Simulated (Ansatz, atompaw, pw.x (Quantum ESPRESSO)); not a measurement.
## What a changed setting does to a pw.x run (fcc Tc)

Potential: PAW, atompaw 4.2.0.5, LDA (PW92); core [Ar] 3d10, reference 4s2 4p6 4d5 5s2 5p0; waves: 4s (bound); 5s (bound); 4p (bound); 5p (bound, empty); 4d (bound); 4d channel at 4.7 Ry; local part: bessel scheme, radius 2.00 bohr; core correction: smooth core density matched at 1.10 bohr; augmentation: sinc compensation charge, radius 1.60 bohr; PAW radius 2.15 bohr; waves and projectors: bloechl.

The reference run (k-mesh 15³, cutoffs 60/600 Ry, Fermi–Dirac 0.01 Ry, mixing_beta 0.4, conv_thr 1e-9, no spin) gives 4.19 GPa at 13.875 Å³/atom, where all-electron LAPW gives -0.66 GPa. This run, with its own iteration cap, changes k-mesh points per axis to 20.

```
&control
  calculation='scf', prefix='x', pseudo_dir='./', outdir='./tmp', tstress=.true., disk_io='none'
/
&system
  ibrav=0, nat=1, ntyp=1, ecutwfc=60, ecutrho=600, nbnd=15,
  occupations='smearing', smearing='fd', degauss=0.01
/
&electrons
  conv_thr=1e-09, mixing_beta=0.4, electron_maxstep=60
/
ATOMIC_SPECIES
Tc 1.0 Tc.UPF
CELL_PARAMETERS angstrom
  0.00000000 1.90722091 1.90722091
  1.90722091 0.00000000 1.90722091
  1.90722091 1.90722091 0.00000000
ATOMIC_POSITIONS crystal
Tc 0.0000 0.0000 0.0000
K_POINTS automatic
20 20 20 0 0 0
```

```bash
pw.x < Tc.scf.in > Tc.scf.out
```

Question: How does the run end?

Answer: It converges in 8 iterations; the free energy moves by +2.8 meV/atom and the pressure by +0.16 GPa.

```
Message from routine setup:
     using ibrav=0 with symmetry is DISCOURAGED, use correct ibrav instead
     lattice parameter (alat)  =       5.0970  a.u.
     unit-cell volume          =      93.6331 (a.u.)^3
     number of electrons       =        15.00
     number of Kohn-Sham states=           15
     kinetic-energy cutoff     =      60.0000  Ry
     charge density cutoff     =     600.0000  Ry
     scf convergence threshold =      1.0E-09
     Exchange-correlation= SLA PW NOGX NOGC
     number of k points=   256  Fermi-Dirac smearing, width (Ry)=  0.0100
     iteration #  1     ecut=    60.00 Ry     beta= 0.40
     total energy              =    -387.60347012 Ry
     estimated scf accuracy    <       0.03877447 Ry
     iteration #  2     ecut=    60.00 Ry     beta= 0.40
     total energy              =    -387.61098386 Ry
     estimated scf accuracy    <       0.00113494 Ry
     iteration #  3     ecut=    60.00 Ry     beta= 0.40
     total energy              =    -387.61180524 Ry
     estimated scf accuracy    <       0.00034174 Ry
     [... 2 iterations left out ...]
     iteration #  6     ecut=    60.00 Ry     beta= 0.40
     total energy              =    -387.61185030 Ry
     estimated scf accuracy    <       0.00000004 Ry
     iteration #  7     ecut=    60.00 Ry     beta= 0.40
     total energy              =    -387.61185030 Ry
     estimated scf accuracy    <          2.3E-09 Ry
     iteration #  8     ecut=    60.00 Ry     beta= 0.40
     the Fermi energy is    22.7461 ev
!    total energy              =    -387.61185030 Ry
     estimated scf accuracy    <          1.0E-10 Ry
     smearing contrib. (-TS)   =      -0.00474131 Ry
     The total energy is F=E-TS. E is the sum of the following terms:
     one-electron contribution =     -17.60132726 Ry
     hartree contribution      =      25.09834682 Ry
     xc contribution           =     -20.07324422 Ry
     ewald contribution        =    -143.11294911 Ry
     one-center paw contrib.   =    -231.91793521 Ry
     convergence has been achieved in   8 iterations
          total   stress  (Ry/bohr**3)                   (kbar)     P=       43.55
     Message from routine punch:
     Nothing written, as per user request (disk_io='none')
```

The run took about 19 s on one core of a shared host (Intel(R) Xeon(R) 6975P-C, 192 threads, 1512 GiB, load 65).
